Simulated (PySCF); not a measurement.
# C3H5F: the cost of one run

Computed with PySCF 2.14.0, with density-fitted response routines of our own, on a single molecule in the gas phase. Atoms count from 0, in the outputs and in this text.

## 1. Starting geometry

9 atoms, charge 0, multiplicity 1; geometry from: GFN2-xTB. The atoms were then displaced at random by about 0.01 Å, so the start is not that level's minimum.

Bonds of the start (Å): C0–C1 1.47, C1–C2 1.30, C2–F3 1.40, C0–H4 1.10, C0–H5 1.11, C0–H6 1.06, C1–H7 1.10, C2–H8 1.08.

## 2. Geometry optimisation at PBE0-D3(BJ)/def2-SVP

What the job is given:

```
{"job": {"xc": "PBE0", "basis": "def2-SVP", "d3": "d3bj", "grid": 1, "shake": 0.01, "kind": "geom"}, "charge": 0, "multiplicity": 1}
C     -1.138050     0.081720    -0.023540
C      0.288040     0.428150    -0.083920
C      1.227710    -0.462510     0.079650
F      2.584910    -0.125180     0.029440
H     -1.645600     0.682430     0.744820
H     -1.638000     0.370410    -0.975220
H     -1.305040    -0.951910     0.169110
H      0.575590     1.468190    -0.275770
H      1.108240    -1.508460     0.301700
```

Command:

```console
$ OMP_NUM_THREADS=1 python probes_run.py task.json out
```

This one command runs all jobs of the session in turn.

**Question.** How long does this first job take on 1 thread of Arm Neoverse V2, shared host, and how much memory does it need?

About 13 s, with a peak of 0.34 GiB.
